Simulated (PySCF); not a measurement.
Work out the structure from these simulated measurements.

Formula: C3H7O; charge -1.

* Couplings: largest of the computed one-bond spin–spin couplings (means over like bonds): 13C–1H +126.1 (×6), 13C–1H +122.5, 13C–13C +32.8 (×2), 17O–13C +32.6 Hz [B3LYP/pcJ-1, spin–dipole term left out]
* 1H NMR: chemical shifts (computed TMS as zero) by class: 6.48 (1 H), 0.52 (6 H) ppm [GIAO PBE0/pcSseg-1]
* 13C NMR: chemical shifts (computed TMS as zero) by class: 83.2 (1 C), 37.5 (2 C) ppm [GIAO PBE0/pcSseg-1]
* Rotational structure: rotational constants A, B, C: 8.904, 8.283, 4.882 GHz [GFN2-xTB]
* NMR, other nuclei: isotropic shieldings of nuclei other than C and H, by class: 171 (1 O) ppm [GIAO PBE0/pcSseg-1]

Electronic properties: PySCF, gas phase, density fitting. Levels stand in brackets. Isolated species at its GFN2-xTB geometry, gas phase. The HOMO energy is positive, so at this level the finite basis confines the outermost electrons. No diffuse functions stand in pcJ-1 and pcSseg-1, which bears on an anion's orbital energies. NMR values are class means; diastereotopic atoms form classes of their own.

Task: What is the compound? Reason from the data.

Result: Numbering: `[CH3:1][CH:2]([CH3:3])[O-:4]`. 3 carbons fall into 2 classes; from least to most shielded: sp3 carbon bound to oxygen [C2] (83.2 ppm), methyl carbon [C1/C3] (37.5 ppm, 2 C). Hydrogen classes from least to most shielded: 1 H on an sp3 carbon bound to oxygen, C2 (6.48 ppm), 6 H on 2 methyl carbons, C1/C3 (0.52 ppm, a mean of values up to 0.8 ppm apart in this geometry). The other shieldings belong to: 171 ppm, alkoxide oxygen [O4]. The couplings run between: +126.1 Hz, methyl carbon [C1] and its hydrogen (with 5 like pairs); +122.5 Hz, sp3 carbon bound to oxygen [C2] and its hydrogen; +32.8 Hz, methyl carbon [C1] and sp3 carbon bound to oxygen [C2] (with 1 like pair); +32.6 Hz, alkoxide oxygen [O4] and sp3 carbon bound to oxygen [C2]. The optimised geometry has point group Cs and is an asymmetric top. Structure: `CC(C)[O-]`. Computed isomers that give other values at the same levels: `CCC[O-]` (13C chemical shifts (computed TMS as zero) by class: 96.4 (1 C), 44.5 (1 C), 9.3 (1 C) ppm). The assignments are read from this structure; whether some other isomer fits the data as well wasn't checked.
